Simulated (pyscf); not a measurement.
Four-centre exchange: H₂N–Si(Cl)(Cl)–Cl (SMILES N[Si](Cl)(Cl)Cl) + SiH₄ (SMILES [SiH4]) → H₃Si–NH–Si(Cl)(Cl)–Cl (SMILES [SiH3]N[Si](Cl)(Cl)Cl) + H₂ (SMILES [H][H])

Gas phase, singlet surface, charge 0. Bonds broken: N1–H6, Si8–H9. Bonds formed: N1–Si8, H6–H9. Structures and frequencies: ωB97X-D3(BJ)/def2-SVP in PySCF.

Transition state (Å):

```xyz
12

N     -0.1770    -0.0108     0.1114
Si    -1.2498    -1.0331    -0.8065
Cl    -0.2790    -1.7903    -2.4263
Cl    -2.7890     0.1420    -1.4123
Cl    -1.9270    -2.5732     0.3322
H      0.2220     1.0365    -0.3061
H      0.5709    -0.5126     0.5995
Si    -0.8830     1.4325     1.2610
H      0.1694     2.1654    -0.0222
H     -1.7278     0.4383     2.0383
H     -1.9187     2.4056     0.8173
H      0.1201     1.8693     2.2705
```

One imaginary mode, 1447i cm⁻¹; descent along it reached the two sides named.

| bond | change | reactant side (Å) | saddle | product side |
|---|---|---|---|---|
| N1–H6 | breaks | 1.015 | 1.196 | 2.9 |
| Si8–H9 | breaks | 1.489 | 1.814 | 3.6 |
| N1–Si8 | forms | 3.2 | 1.976 | 1.762 |
| H6–H9 | forms | 2.9 | 1.165 | 0.761 |

Electronic energies relative to the separated reactants (kcal/mol):

| level | barrier | reaction energy | reverse barrier |
|---|---|---|---|
| ωB97X-D3(BJ)/def2-TZVP | 46.7 | -9.6 | 56.3 |
| PBE/def2-TZVP | 43.9 | -4.8 | 48.7 |
| r²SCAN/def2-TZVP | 45.1 | -7.3 | 52.4 |
| B3LYP-D3(BJ)/def2-TZVP | 47.0 | -8.1 | 55.1 |
| PBE0-D3(BJ)/def2-TZVP | 44.1 | -6.8 | 50.9 |
| M06-2X/def2-TZVP | 48.4 | -10.1 | 58.4 |
| ωB97M-D3(BJ)/def2-TZVP | 47.9 | -7.3 | 55.2 |
| HF/def2-TZVP | 70.0 | -3.0 | 73.0 |

With ωB97M-D3(BJ)/def2-TZVP energies and thermal terms (ideal gas, 1 atm, RRHO with modes under 100 cm⁻¹ raised to 100, one conformer, R ln 2 for chiral ones without a mode under 150 cm⁻¹), in kcal/mol:

```tsv
T (K)	ΔH‡	ΔG‡	ΔH	ΔG
298	46.2	57.3	-9.5	-7.1
600	46.2	68.7	-8.4	-5.0
900	46.9	79.8	-7.5	-3.6
1200	47.8	90.7	-6.9	-2.3
```

One saddle was located; it need not be the lowest between these sides.
